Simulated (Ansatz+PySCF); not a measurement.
Two shapes of singlet B₂H₆.

Shape 1:

```xyz
8

B     0.0000    0.0000    0.8809
B     0.0000    0.0000   -0.8809
H     0.9934    0.0000    0.0000
H    -0.9934    0.0000    0.0000
H     0.0000    1.0515    1.4667
H     0.0000   -1.0515    1.4667
H     0.0000    1.0515   -1.4667
H     0.0000   -1.0515   -1.4667
```

Shape 2:

```xyz
8

B     0.0000    0.0000    0.9513
B     0.0000    0.0000   -0.9513
H     1.0728    0.0000    0.0000
H    -1.0728    0.0000    0.0000
H     0.0000    1.1357    1.5840
H     0.0000   -1.1357    1.5840
H     0.0000    1.1357   -1.5840
H     0.0000   -1.1357   -1.5840
```

Basis set: def2-SVP (spherical functions). Left uncorrelated: 2 orbitals. Charge 0, multiplicity 1.

Computed with Ansatz (development build ahead of 0.2.0); each method stands on the lowest determinant of its kind that the runs found.

(1) Which shape is lower in energy, and by how much in each method?

Results:

(1)

```tsv
method	E(2) − E(1) (eV)
UHF	0.757
RHF-MP2	0.741
RHF-CCSD	0.696
RHF-CCSD(T)	0.674
UHF-CCSD(T)	0.674
```

Shape 1 is lower.
